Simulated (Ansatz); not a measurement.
Ansatz (a first-principles code) input (PBE0/def2-SVP):

Ansatz 0.2 input:
```yaml
crystal:
  periodic: [false, false, false]
  atoms:
    - {symbol: C, position_ang: [1.54226198, 0.72996162, 0.05913173]}
    - {symbol: C, position_ang: [0.03147153, 0.87647747, 0.07696837]}
    - {symbol: S, position_ang: [-0.75215962, -0.79176236, -0.15332890]}
    - {symbol: H, position_ang: [-2.03095721, -0.51767938, 0.19283843]}
    - {symbol: H, position_ang: [-0.35906008, 1.29008580, 1.00363141]}
    - {symbol: H, position_ang: [-0.34842124, 1.44480575, -0.77233556]}
    - {symbol: H, position_ang: [1.97076533, 1.73043328, 0.13310748]}
    - {symbol: H, position_ang: [1.90704565, 0.14971257, 0.90670344]}
    - {symbol: H, position_ang: [1.90018607, 0.28177778, -0.86753168]}
    - {symbol: H, position_ang: [-0.44740576, -1.34957244, 1.04024839]}
basis:
  gaussian:
    orbitals: def2-SVP
hamiltonian:
  xc: {name: PBE0}
total_charge: 1
```

Output:

```
Functional definition: PBE0
integrals: 0.03 GiB planned
930 factors; their error is unknown
mean field: 0.24 GiB planned
mean field evaluation 1: about -12994.3131 eV, gradient 6.2e1 eV
mean field evaluation 2: about -12988.6630 eV, gradient 7.6e1 eV
mean field evaluation 4: about -13004.2591 eV, gradient 2.9e0 eV
mean field evaluation 8: about -13004.3232 eV, gradient 3.7e-2 eV
mean field -13004.32320049 eV, -477.9000629712 hartree, gradient 1.4e-5 eV, S^2 0.000000; 0 other end points of the search recorded, 0 dependent functions left out
reference -13004.32322234 eV, -477.9000637740 hartree; 17, 17 occupied and 64, 64 virtual orbitals, 930 factors
Total energy: -13004.32322234 eV, -477.9000637740 hartree
```

It need not be the lowest isomer of its formula.
